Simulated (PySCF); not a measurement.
**PN(OH)₂ → H₂PN + O₂**

Level: PBE0 in the def2-TZVP basis family, all electrons, no relativity, computed in PySCF with density fitting; open shells unrestricted.

```json
{"species": "PN(OH)₂", "state and structure": "singlet, Cs, O–H 0.966 Å (×2), P–N 1.480 Å, P–O 1.586 Å, P–O 1.606 Å; H–O–P 109.8°, H–O–P 113.5°, N–P–O 131.0°, N–P–O 131.3°, O–P–O 97.7°", "ZPE (kJ/mol)": "88.4", "H(298 K) − H(0) (kJ/mol)": "14.9", "S° (J/(mol K))": "290.3"}
{"species": "H₂PN", "state and structure": "singlet, C2v, P–H 1.419 Å (×2), P–N 1.504 Å; H–P–H 104.8°, H–P–N 127.6° (×2)", "ZPE (kJ/mol)": "50.6", "H(298 K) − H(0) (kJ/mol)": "10.8", "S° (J/(mol K))": "234.8"}
{"species": "O₂", "state and structure": "triplet, D∞h, O–O 1.193 Å", "ZPE (kJ/mol)": "10.3", "H(298 K) − H(0) (kJ/mol)": "8.7", "S° (J/(mol K))": "204.9"}
```

Problem. Is the gas-phase reaction uphill or downhill in electronic energy at this level, and by how much?

Solution. At PBE0/def2-TZVP, ΔE = 551.4 kJ/mol, uphill. 

Problem. Add zero-point, thermal and entropy terms for 298.15 K and 1 bar.

Solution. ΔZPE = -27.5 and Δ[H(298) − H(0)] = 4.6 kJ/mol give ΔH° = 528.5 kJ/mol. ΔS° = 149.4 J/(mol K), so ΔG° = 528.5 − 298.15 × (0.1494) = 484 kJ/mol.

The structures come from searches over a few start shapes, so lower isomers are not excluded.
